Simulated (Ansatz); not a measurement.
`OC#CCO` + H₂ → `C#CCO` + H₂O at 600 K and 1 bar (hydrogenolysis of a C–O bond).

Isolated molecules relaxed with PBE0-D4/def2-TZVP in Ansatz; ΔE leaves out vibrations. CCSD(T)/CBS is the MP2 limit (def2-TZVPP, def2-QZVPP) plus CCSD(T) − MP2 in def2-TZVPP, frozen cores. This one scheme is used for every species. One conformer a species, not always the lowest.

```tsv
species	CCSD(T)/CBS energy (Eh)	H − E (kJ/mol)	S (J/(mol·K))
`OC#CCO`	-266.80998	226.8	393.4
H₂	-1.17544	43.9	150.8
`C#CCO`	-191.65368	204.4	348.3
H₂O	-76.37941	76.8	212.8
```

H − E and S are ideal-gas, rigid-rotor, harmonic terms from PBE0-D4/def2-TZVP, for one conformer and one mirror image of each species. The MP2-based limit puts H₂ 0.8 mEh under its directly extrapolated value; such offsets cancel only in part. 1 Eh = 2625.50 kJ/mol, R = 8.31446 J/(mol·K).

Question: By hand: ΔE, ΔH, ΔS and ΔG.

Answer: ΔE = (-191.65368) + (-76.37941) − (-266.80998) − (-1.17544) = -0.04767 Eh = -125.2 kJ/mol. Δ(H − E) = 204.4 + 76.8 − 226.8 − 43.9 = 10.5, so ΔH = -114.7 kJ/mol. ΔS = 348.3 + 212.8 − 393.4 − 150.8 = 16.9 J/(mol·K). ΔG = -114.7 − 600 × (16.9)/1000 = -124.8 kJ/mol.

Question: By hand: the equilibrium constant, and the temperature at which ΔG would vanish if ΔH and ΔS stayed fixed.

Answer: log₁₀ K = −ΔG/(RT ln 10) = 10.9. ΔH and −TΔS have one sign here, so there is no such temperature.

ΔH outweighs TΔS. A doubt of 5 kJ/mol in ΔE shifts log₁₀ K by 0.4 here. Other conformers and mirror images would add mixing entropy, several J/(mol·K) or more a flexible species. These are equilibria of isolated gas molecules and say nothing of rates. Largest T1 diagnostic: 0.012 (customary marks: 0.02 for closed shells, 0.045 for open ones).
